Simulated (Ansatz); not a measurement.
Geometry optimisation, Ansatz, RKS B3LYP-D4/def2-SVP.

input.yaml

```yaml
crystal:
  periodic: [false, false, false]
  atoms:
    - { symbol: B, position_ang: [-0.866653, 0.00264, 0.214548] }
    - { symbol: H, position_ang: [1.320235, -0.003188, 1.170366] }
    - { symbol: F, position_ang: [1.656315, 0.002727, 0.306866] }
    - { symbol: F, position_ang: [-0.986197, -0.00218, -1.042981] }
basis:
  gaussian: { orbitals: def2-SVP }
hamiltonian:
  xc: b3lyp
  dispersion: d4
relax:
  f_tol: 0.03
  max_steps: 50
```

Launched with:

```bash
$ ansatz run input.yaml --threads 1 --pin off --max-ram 2048MiB --backend cpu --events-out ev --progress --plain --runs-dir out
```

Where does it end, and by what steps?

The run converged. The force dipped under the threshold on the way, but the program's further checks kept it going. After 19 steps the energy has fallen by 0.076 eV; F3 moved furthest, 0.88 Å.

```tsv
step	energy less start (eV)	largest force component (eV/Å)	accepted
0	0.0000	0.261	yes
1	0.0459	1.869	no
2	-0.0167	0.634	yes
3	-0.0240	0.798	yes
4	-0.0299	1.030	yes
5	-0.0512	0.536	yes
6	-0.0567	0.087	yes
7	-0.0595	0.086	yes
8	-0.0297	1.197	no
9	-0.0645	0.058	yes
10	-0.0590	0.726	no
11	-0.0672	0.040	yes
12	-0.0689	0.190	yes
13	-0.0729	0.037	yes
14	-0.0750	0.008	yes
15	0.0321	2.101	no
16	-0.0752	0.103	yes
17	-0.0755	0.037	yes
18	-0.0757	0.082	yes
19	-0.0759	0.002	yes
```

```xyz
4
Properties=species:S:1:pos:R:3
B -0.581 0.000 -0.242
H 1.273 0.000 0.663
F 2.130 0.000 1.044
F -1.698 0.000 -0.817
```

The run took 17 s on 1 thread of Arm Neoverse V1, with other jobs on the host, peak memory 0.1 GiB.
